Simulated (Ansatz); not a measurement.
Black phosphorus, treated with HSE06 (PAW; Ansatz, a program for electronic structure).

Numerical settings: plane-wave cutoff 520 eV, 8×8×6 k mesh (along the axes of the cell as run), Fermi–Dirac smearing 0.01 eV, scalar-relativistic PAW data made under PBE.

Starting structure:

```yaml
crystal:
  lattice:
    - [1.65500, -5.24000, 0.00000]
    - [1.65500, 5.24000, 0.00000]
    - [0.00000, 0.00000, 4.38000]
  atoms:
    - { symbol: P, position: [0.10170, 0.89830, 0.91940] }
    - { symbol: P, position: [0.39830, 0.60170, 0.41940] }
    - { symbol: P, position: [0.60170, 0.39830, 0.58060] }
    - { symbol: P, position: [0.89830, 0.10170, 0.08060] }
```

**Question.** Into what structure does the relaxation of cell and atoms lead at this level, with the symmetry of the start kept?

**Answer.** The volume increases by 9.7 %; final space group Cmce.
```yaml
crystal:
  lattice:
    - [1.64544, -5.59784, 0.00000]
    - [1.64544, 5.59784, 0.00000]
    - [0.00000, 0.00000, 4.52493]
  atoms:
    - { symbol: P, position: [0.09341, 0.90659, 0.91255] }
    - { symbol: P, position: [0.40659, 0.59341, 0.41255] }
    - { symbol: P, position: [0.59341, 0.40659, 0.58745] }
    - { symbol: P, position: [0.90659, 0.09341, 0.08745] }
```

Note: the cell comes from a level without a dispersion term, which matters for the spacing of layers, chains or molecules.
